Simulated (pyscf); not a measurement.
Single points on ωB97X-D3(BJ)/def2-SVP structures (PySCF, gas phase).

**Question.** For [HN–Ti(NH₂)(Cl)–Cl]• + hydrogen (H₂) → H₂N–Ti(NH₂)(Cl)–Cl + H atom (H•), a hydrogen abstraction (doublet surface; H–H broken, H–N formed), PBE/def2-TZVP gives ΔE‡ = 0.22 eV and ΔE = -0.24 eV (zero: the separated reactants). In which direction and how far do B3LYP-D3(BJ)/def2-TZVP, PBE0-D3(BJ)/def2-TZVP, ωB97M-D3(BJ)/def2-TZVP move these?

**Answer.** B3LYP-D3(BJ): ΔE‡ = 0.31 eV, ΔE = -0.15 eV; PBE0-D3(BJ): ΔE‡ = 0.25 eV, ΔE = -0.39 eV; ωB97M-D3(BJ): ΔE‡ = 0.36 eV, ΔE = -0.39 eV. PBE's barrier lies under all of them, by 0.03 to 0.14 eV. Its reaction energy lies among theirs. One saddle was located; it need not be the lowest between these sides. The angle at the transferred H is 173°. Open-shell species with a d-block atom are single-reference here; other states, and whether the spin sits on metal or ligand, were not checked.
